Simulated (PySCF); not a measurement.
# Working out the electron affinity of Cl

Cl- [Ar] (1S) → Cl [Ne] 3s2 3p5 (2P). Calculation: PySCF 2.14, in aug-cc-pwCVTZ (8s7p5d3f, 75 functions); no relativity, point nucleus. Frozen: [Ne]. Energies in hartree (1 hartree = 27.21139 eV):

```
            part  Cl- (lower)   Cl (upper)
             UHF  -459.573496  -459.486237
CCSD correlation    -0.226254    -0.188241
             (T)    -0.010130    -0.006701
```

What does Hartree-Fock give?

(-459.486237) − (-459.573496) = 0.087259 hartree = 2.374 eV.

What do CCSD and CCSD(T) give?

The CCSD correlation energies differ by 0.038013 hartree = 1.034 eV and the triples by 0.003429 hartree = 0.093 eV, so CCSD gives 3.408 eV and CCSD(T) 3.501 eV.

A first-order spin-orbit estimate adds -0.034 eV to CCSD(T) (valence), giving 3.467 eV against 3.613 eV (measured; photodetachment measurements, as compiled on the Wikipedia data page of electron affinities).

What remains against the reference includes basis incompleteness, the frozen core and higher excitations.
